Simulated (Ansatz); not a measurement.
```yaml
crystal:
  periodic: [false, false, false]
  atoms:
    - {symbol: Hf, position_ang: [0.000000, 0.000000, 0.000000]}
    - {symbol: N, position_ang: [0.000000, 0.000000, 2.160000]}
basis:
  gaussian: {orbitals: def2-TZVP}
total_charge: 1
magnetization: {spin_polarized: true, initial_magnetization: 2}
hamiltonian: {xc: pbe0}
relax: {f_tol: 0.004, max_steps: 80}
```

```sh
$ ansatz run in.yaml --threads 1 --pin off --events-out ev --progress --plain --max-ram 2176MiB
```

Steps of the relaxation (energy above the last step; positions in Å, forces in eV/Å):

```
2
step 1, 1606.5 meV
Hf    0.000    0.000    0.000    0.000    0.000    4.398
N     0.000    0.000    2.160    0.000    0.000   -4.398
```

```
2
step 2, 24.8 meV
Hf    0.000    0.000    0.195    0.000    0.000    1.492
N     0.000    0.000    1.965    0.000    0.000   -1.492
```

```
2
step 3, 0.1 meV
Hf    0.000    0.000    0.210    0.000    0.000    0.086
N     0.000    0.000    1.950    0.000    0.000   -0.086
```

```
2
step 4, 0.0 meV
Hf    0.000    0.000    0.211    0.000    0.000   -0.002
N     0.000    0.000    1.949    0.000    0.000    0.002
```

Close pairs at the end: Hf1–N2 1.737 Å.

A stationary point of unrestricted PBE0 after 4 steps, with ⟨S²⟩ = 2.004 against 2.00 for a pure state. 43 s on 1 thread of Arm Neoverse V1, shared host.
